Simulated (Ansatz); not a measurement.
Rock-salt BaO: PBE at its full settings (plane-wave cutoff 520 eV, 10×10×10 k mesh, Fermi–Dirac smearing 0.01 eV, scalar-relativistic PAW data made under PBE) and at cheaper ones, in a cell of 2 atoms with Γ-centred meshes.

| level and setting | lattice parameter a (Å) | bulk modulus B0 (GPa) |
|---|---|---|
| PBE (Ansatz) | 5.574 | 69.1 |
| PBE (Γ point alone) (Ansatz) | 6.234 | 37.3 |
| PBE (2×2×2 k mesh) (Ansatz) | 5.568 | 69.1 |
| PBE (4×4×4 k mesh) (Ansatz) | 5.574 | 69.1 |
| PBE (6×6×6 k mesh) (Ansatz) | 5.574 | 69.1 |
| PBE (Fermi-Dirac smearing of 0.3 eV) (Ansatz) | 5.573 | 68.9 |

Largest shifts from the full settings: lattice constant a +11.8 % (PBE (Γ point alone)), against a difference of +0.61 % of the full result from the reference 5.54 Å (measured, 300 K, no zero-point or thermal correction; as tabulated in Santana et al. (2016), arXiv:1608.06321); bulk modulus -46 % (PBE (Γ point alone)), against a difference of -6.7 % of the full result from the reference 74.1 GPa (measured, 300 K, not corrected to a static lattice; as tabulated in Santana et al. (2016), arXiv:1608.06321).

Ansatz's density-functional and Hartree–Fock values are scalar-relativistic unless marked +SOC, with PAW data made under PBE.

Run with cheap settings on purpose, which may leave them unconverged: PBE (2×2×2 k mesh), PBE (4×4×4 k mesh), PBE (6×6×6 k mesh), PBE (Fermi-Dirac smearing of 0.3 eV), PBE (Γ point alone).

Ansatz is a program for electronic structure.
